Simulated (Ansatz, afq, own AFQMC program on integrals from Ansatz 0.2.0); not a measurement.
## NHBr, quartet: AFQMC among the cluster methods

```yaml
atoms:
  - { symbol: Br, position_ang: [0.0000, 0.0000, -1.5320] }
  - { symbol: H, position_ang: [0.0000, 0.0000, 0.2460] }
  - { symbol: N, position_ang: [0.0000, 0.0000, 1.2860] }
```

Connectivity, by distances: Br ··· N, 1 bridging H.

Basis cc-pVTZ. Noble-gas cores (and the filled d shells of Ga–Kr and In–Xe) are frozen. AFQMC by an in-house program on the Cholesky factors that Ansatz 0.2.0 writes for its CCSD(T) run. The CISD trial takes its coefficients from CCSD amplitudes. Released means that phaseless walkers are propagated on without the constraint, phases kept. Uncertainties: one standard error, sampling alone. No spin–orbit coupling.

Determinant: UHF, the one that the program's search chose, which needn't be the lowest solution. The geometry is a point of a scan.

No full CI on the walks' own integrals is used here; CCSDT(Q) serves as the reference and is uncertain by about the last step of the cluster series.

Cautions: no relativity below Rb; no spin-orbit coupling; inner d shell frozen; lower spins were not checked; the released energies move by 1.5 errors or more from one time to the next, so no released level is given (meV from the phaseless value at times in 1/Eh: -18 ± 5 at 0.24, -21 ± 4 at 0.51, -24 ± 4 at 0.99, -21 ± 7 at 1.62, -34 ± 7 at 2.40), though the last usable value meets CCSDT(Q) within the noise.

- T1 diagnostic: 0.0179
- weight of the determinant in the CISD state: 0.879
- ⟨S²⟩ of the determinant: 3.791
- size of the correlated space: 13 electrons in 72 orbitals

```json
{"level": "MP2", "correlation energy (eV)": "-7.7455"}
{"level": "CCSD", "correlation energy (eV)": "-8.7609"}
{"level": "CCSD(T)", "correlation energy (eV)": "-9.0549"}
```

(1) Estimate where phaseless AFQMC with a CISD trial lies against CCSD(T) on the same integrals.

(1) 19.1 ± 4.0 meV below CCSD(T).

Reference: CCSDT(Q), correlation energy -9.101 eV.

```tsv
level	E − E(reference) (meV)	share of correlation (%)
CCSD(T)	46.1	99.49
CCSDT	11.8	99.87
ph-AFQMC/CISD	27.0 ± 4.0	99.70
```

A walk keeps the symmetry of its determinant, which the program's search chose and which needn't be the lowest solution, so a lower state of the same spin and another symmetry isn't excluded.
